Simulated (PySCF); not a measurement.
C5H10O.
Bonds: C1–C2, C2–C3, C2–C4, C2–C5, C5–O6 (double). Hydrogens: H7, H8, H9 on C1; H10, H11, H12 on C3; H13, H14, H15 on C4; H16 on C5.

Computed with core-valence-separated Tamm–Dancoff BHandHLYP/aug-pcX-1 (pcseg-1 on H) in PySCF, non-relativistic, gas phase, PBE0-D3(BJ)/def2-SVP geometry. Absolute energies from this functional tend to lie a few eV below measured edges; no shift was applied.

Question: Give energies, oscillator strengths and core holes at the O K edge.

Answer: 
| E (eV) | f | core hole on | main final orbital | polarisation |
| --- | --- | --- | --- | --- |
| 528.49 | 0.0525 | O6 | LUMO (71 %) | normal to the local trigonal plane |
| 533.93 | 0.0006 | O6 | LUMO+4 (54 %) | – |
| 534.53 | 0.0005 | O6 | LUMO+2 (50 %) | – |
| 534.79 | 0.0009 | O6 | LUMO+1 (50 %) | – |
| 534.83 | 0.0001 | O6 | LUMO+3 (59 %) | – |
| 535.38 | 0.0007 | O6 | LUMO+5 (52 %) | – |
| 535.57 | 0.0036 | O6 | LUMO+7 (51 %) | in the local trigonal plane |

The first line with a tenth or more of the strongest one's intensity is at 528.49 eV (f = 0.053), with the hole on O6 (aldehyde oxygen), polarised normal to the local trigonal plane: a 1s→π* resonance. It is also the strongest listed.

Question: What does the C 1s absorption edge look like?

Answer: 
```json
{"E (eV)": "283.13", "f": "0.0798", "core hole on": "C5", "main final orbital": "LUMO (65 %)", "polarisation": "normal to the local trigonal plane"}
{"E (eV)": "285.32", "f": "0.0000", "core hole on": "C2", "main final orbital": "LUMO (80 %)", "polarisation": "–"}
{"E (eV)": "285.46", "f": "0.0130", "core hole on": "C1/C3/C4", "main final orbital": "LUMO/LUMO+2 (3 roots, f summed)", "polarisation": "–"}
{"E (eV)": "285.62", "f": "0.0003", "core hole on": "C1", "main final orbital": "LUMO (89 %)", "polarisation": "–"}
{"E (eV)": "285.71", "f": "0.0385", "core hole on": "C3/C4", "main final orbital": "LUMO+1 (2 roots, f summed)", "polarisation": "–"}
{"E (eV)": "286.21", "f": "0.0277", "core hole on": "C1", "main final orbital": "spread", "polarisation": "–"}
{"E (eV)": "286.27", "f": "0.0925", "core hole on": "C1/C3/C4", "main final orbital": "spread (3 roots, f summed)", "polarisation": "–"}
{"E (eV)": "286.36", "f": "0.0629", "core hole on": "C3/C4", "main final orbital": "spread (2 roots, f summed)", "polarisation": "–"}
{"E (eV)": "286.79", "f": "0.0028", "core hole on": "C1", "main final orbital": "LUMO+1 (55 %)", "polarisation": "–"}
{"E (eV)": "286.95", "f": "0.0100", "core hole on": "C1", "main final orbital": "spread", "polarisation": "–"}
{"E (eV)": "287.06", "f": "0.0000", "core hole on": "C2", "main final orbital": "LUMO+1 (91 %)", "polarisation": "–"}
{"E (eV)": "287.15", "f": "0.0033", "core hole on": "C3/C4", "main final orbital": "spread (2 roots, f summed)", "polarisation": "–"}
{"E (eV)": "287.22", "f": "0.0045", "core hole on": "C1", "main final orbital": "LUMO+3 (58 %)", "polarisation": "–"}
{"E (eV)": "287.39", "f": "0.0018", "core hole on": "C1", "main final orbital": "LUMO+4 (47 %)", "polarisation": "–"}
{"E (eV)": "287.43", "f": "0.0138", "core hole on": "C3/C4", "main final orbital": "LUMO+3 (2 roots, f summed)", "polarisation": "–"}
```

The first line with a tenth or more of the strongest one's intensity is at 283.13 eV (f = 0.080), with the hole on C5 (aldehyde carbon), polarised normal to the local trigonal plane: a 1s→π* resonance. The strongest listed is at 286.27 eV (f = 0.092, sum of 3; C1/C3/C4).

Roots within 0.03 eV whose holes lie on the same, on equivalent or on shared atoms are summed into one line, and the highest roots are left out, as the search may have cut off their partners. Final orbitals are the ground state's empty Kohn–Sham orbitals. A dash: too weak, shared between unlike atoms, or no plane or axis to refer to.

Question: What are the wavelength and the wavenumber of the 528.49 eV line?

Answer: λ = 12398.42 eV Å/528.49 eV = 23.460 Å; 4.2626 × 10⁶ cm⁻¹.

The ionisation thresholds weren't computed; near and above them a finite basis only mimics Rydberg series and continuum.

The values belong to the conformer `[CH3:1][C:2]([CH3:3])([CH3:4])[CH:5]=[O:6]`: C1–C2–C5–O6 0°.
